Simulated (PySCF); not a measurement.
Azetidine, C₃H₇N, SMILES C1CNC1, point group Cs.

Level: B3LYP/pcSseg-1 in PySCF (density fitting, grid level 2); geometry and Hessian at that level, cubic constants and property derivatives from steps of ±0.6 along each species' dimensionless normal coordinates, second-order vibrational perturbation theory. The parent has the commonest isotopes.

Equilibrium geometry (Å):

| atom | x | y | z |
| --- | --- | --- | --- |
| C1 | -0.9103 | -0.3504 | -0.1138 |
| C2 | 0.4863 | -0.9128 | 0.2424 |
| N3 | 1.0873 | 0.2985 | -0.3624 |
| C4 | -0.2018 | 1.0187 | -0.2452 |
| H5 | -1.7003 | -0.4425 | 0.6360 |
| H6 | -1.2774 | -0.7234 | -1.0740 |
| H7 | 0.6297 | -0.9975 | 1.3325 |
| H8 | 0.7940 | -1.8573 | -0.2227 |
| H9 | 1.8733 | 0.7053 | 0.1401 |
| H10 | -0.3044 | 1.6243 | 0.6707 |
| H11 | -0.4546 | 1.6477 | -1.1074 |

(1) Give the equilibrium and ground-state rotational constants (MHz) of parent; ²H at 8.

(2) How is the parent's vibrational correction B0 − Be made up?

(3) And its quartic centrifugal distortion constants from the harmonic force field?

(4) Which nuclear quadrupole couplings χaa, χbb, χcc (MHz) does the parent show, at equilibrium and averaged?

A mode lies under 250 cm⁻¹, where this perturbation treatment is rough.

Results:

(1) 
| species | Ae | Be | Ce | A0 | B0 | C0 | Δ0 (u Å²) | harmonic ZPE (cm⁻¹) |
| --- | --- | --- | --- | --- | --- | --- | --- | --- |
| parent | 11456 | 11403 | 6606.5 | 11332 | 11298 | 6531 | -11.947 | 21743 |
| ²H at 8 | 11329 | 10516 | 6305.5 | 11221 | 10407 | 6236.4 | -12.562 | 21023 |

Δ0 = Ic − Ia − Ib from the ground-state constants.

(2) 
```csv
axis,harmonic,Coriolis,cubic,total (MHz)
a,19.3,-16.8,-127,-124
b,19.5,-16.9,-107,-105
c,5.38,-2.1,-78.7,-75.4
```

(3) Asymmetric top, A reduction, IIIr representation: ΔJ = 7.31 kHz, ΔJK = -12.9 kHz, ΔK = 7.52 kHz, δJ = -0.072 kHz, δK = -264 kHz.

(4) 14N at 3: 2.5, 3.2, -5.6 and 2.4, 3.2, -5.6.
